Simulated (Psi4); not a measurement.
**BH (SMILES [BH]): HF/def2-TZVPPD**

What is the vertical electron affinity of BH at HF/def2-TZVPPD? 

Program for the calculation: Psi4 1.11.

1 further run of the same task is left out (set aside as unsound or not needed).

## 1. Starting point

BH: 2 atoms, total charge 0, spin state singlet. As SMILES, `[BH]`. The bond length is the measured one.

Bond lengths: B1–H2 1.232 Å.

## 2. Energy and forces at HF/def2-TZVPPD

File bh.xyz:

```xyz
2
BH
B      0.000000     0.000000     0.000000
H      0.000000     0.000000     1.232400
```

File run.py:

```python
import numpy as np
from ase.calculators.psi4 import Psi4
from ase.io import read

atoms = read('bh.xyz')
calc = Psi4(atoms=atoms, method='scf', basis='def2-TZVPPD', memory='1600MB', num_threads=1, charge=0, multiplicity=1, label='bh')
calc.psi4.set_options({'puream': True, 'e_convergence': 1e-09, 'd_convergence': 1e-08, 'scf_type': 'pk'})
atoms.calc = calc

forces = atoms.get_forces()
print(f'energy: {atoms.get_potential_energy():.6f} eV')
print('forces / eV A^-1')
print(np.round(forces, 5))
```

Started as:

```bash
$ python run.py
```

bh.dat:

```text
[...]
  Running in c1 symmetry.
[...]
  Nuclear repulsion =    2.146937725860111
[...]
  Multiplicity = 1
[...]
  Nalpha       = 3
  Nbeta        = 3
[...]
    Number of basis functions: 54
[...]
   @RHF iter   1:   -25.12483557162943   -6.63017e-01   1.32524e-03 ADIIS/DIIS
[...]
   @RHF iter   8:   -25.13044075503073   -8.97771e-12   4.46605e-09 DIIS
[...]
    Orbital Energies [Eh]
    ---------------------
    Doubly Occupied:
       1A     -7.686107     2A     -0.649163     3A     -0.348023
    Virtual:
       4A      0.043001     5A      0.043001     6A      0.054908
       7A      0.144251     8A      0.182335     9A      0.183135
      10A      0.183135    11A      0.185863    12A      0.185863
      13A      0.260589    14A      0.260589    15A      0.281843
      16A      0.333147    17A      0.375803    18A      0.375803
      19A      0.462058    20A      0.602685    21A      0.664281
      22A      0.664281    23A      0.686287    24A      0.686287
      25A      0.918116    26A      1.069818    27A      1.130588
[...]
  @RHF Final Energy:   -25.13044075503073
   => Energetics <=
    Nuclear Repulsion Energy =              2.1469377258601106
    One-Electron Energy =                 -37.1881721387705824
    Two-Electron Energy =                   9.9107936578797364
    Total Energy =                        -25.1304407550307332
[...]
 Multipole Moments:
 ------------------------------------------------------------------------------------
     Multipole            Electronic (a.u.)      Nuclear  (a.u.)        Total (a.u.)
 ------------------------------------------------------------------------------------
 L = 1.  Multiply by 2.5417464519 to convert [e a0] to [Debye]
 Dipole X            :          0.0000000            0.0000000            0.0000000
 Dipole Y            :          0.0000000            0.0000000            0.0000000
 Dipole Z            :         -0.4699816            1.1570103            0.6870287
 Magnitude           :                                                    0.6870287
[...]
  -Total Gradient:
     Atom            X                  Y                   Z
    ------   -----------------  -----------------  -----------------
       1        0.000000001704     0.000000001713    -0.004633401345
       2       -0.000000001704    -0.000000001713     0.004633401345
[...]
```

The script printed:

```text
energy: -683.834124 eV
forces / eV A^-1
[[-0.      -0.       0.23826]
 [ 0.       0.      -0.23826]]
```

Wall time 2.2 s (1 thread of AMD EPYC 7R43 (Zen 3), shared host); peak memory 0.22 GiB.

## 3. The doublet anion: a single-point energy at UHF/def2-TZVPPD

bh.xyz is that of step 2.

File job.py:

```python
import psi4

psi4.set_memory(1600000000)
psi4.set_num_threads(1)
psi4.set_output_file('run.log', False)

with open('bh.xyz') as f:
    atoms = ''.join(f.readlines()[2:])
mol = psi4.geometry('-1 2\n' + atoms + 'symmetry c1')

psi4.set_options({
    'basis': 'def2-TZVPPD',
    'reference': 'uhf',
    'puream': True,
    'e_convergence': 1e-09,
    'd_convergence': 1e-08,
    'scf_type': 'pk',
    'maxiter': 200,
})

E, wfn = psi4.energy('scf', return_wfn=True)
print('E =', round(E, 9))
```

Started as:

```bash
$ python job.py
```

run.log:

```text
[...]
  Running in c1 symmetry.
[...]
  Nuclear repulsion =    2.146937725860111
[...]
  Multiplicity = 2
[...]
  Nalpha       = 4
  Nbeta        = 3
[...]
    Number of basis functions: 54
[...]
   @UHF iter   1:   -25.08008998675307   -6.18271e-01   2.92575e-03 DIIS/ADIIS
[...]
   @UHF iter  13:   -25.11129190954483   -1.12124e-11   9.68551e-09 DIIS
[...]
   @S^2 Observed:                7.684720259E-01
[...]
    Orbital Energies [Eh]
    ---------------------
    Alpha Occupied:
       1A     -7.380923     2A     -0.392131     3A     -0.088274
       4A     -0.015651
    Alpha Virtual:
       5A      0.199952     6A      0.263686     7A      0.312518
       8A      0.351565     9A      0.354377    10A      0.354548
      11A      0.357370    12A      0.359208    13A      0.434597
      14A      0.475610    15A      0.482264    16A      0.525156
      17A      0.565761    18A      0.576827    19A      0.683836
      20A      0.828611    21A      0.896391    22A      0.897682
      23A      0.919250    24A      0.927799    25A      1.163929
[...]
  @UHF Final Energy:   -25.11129190954483
   => Energetics <=
    Nuclear Repulsion Energy =              2.1469377258601106
    One-Electron Energy =                 -38.8720403482620185
    Two-Electron Energy =                  11.6138107128570720
    Total Energy =                        -25.1112919095448319
  UHF NO Occupations:
  HONO-2 :    2  A 1.9995616
  HONO-1 :    3  A 1.9911640
[...]
 Multipole Moments:
 ------------------------------------------------------------------------------------
     Multipole            Electronic (a.u.)      Nuclear  (a.u.)        Total (a.u.)
 ------------------------------------------------------------------------------------
 L = 1.  Multiply by 2.5417464519 to convert [e a0] to [Debye]
 Dipole X            :          0.0000000            0.0000000            0.0000000
 Dipole Y            :          0.0000000            0.0000000            0.0000000
 Dipole Z            :         -0.3150718            1.1570103            0.8419385
 Magnitude           :                                                    0.8419385
[...]
```

On the terminal:

```text
E = -25.11129191
```

It took 1.9 s on 1 thread of AMD EPYC 7R43 (Zen 3), shared host; peak memory 0.2 GiB.

## 4. Results

At HF/def2-TZVPPD:

```
                                         quantity         value
                         singlet BH: total energy  -25.13044 Eh
                        singlet BH: dipole moment        1.75 D
                          singlet BH: HOMO energy      -9.47 eV
                          singlet BH: LUMO energy       1.17 eV
                        singlet BH: HOMO–LUMO gap      10.64 eV
             singlet BH: largest force on an atom    0.238 eV/Å
                      doublet anion: total energy  -25.11129 Eh
doublet anion: HOMO energy (highest over α and β)      -0.43 eV
 doublet anion: LUMO energy (lowest over α and β)       5.44 eV
                              doublet anion: ⟨S²⟩         0.768
vertical electron affinity (to the doublet anion)     -0.521 eV
```

In words: The anion lies 0.52 eV (50.3 kJ/mol) above the neutral: the electron isn't bound at this level, and such a value depends on the basis. Hartree–Fock misses the correlation that binds many anions.
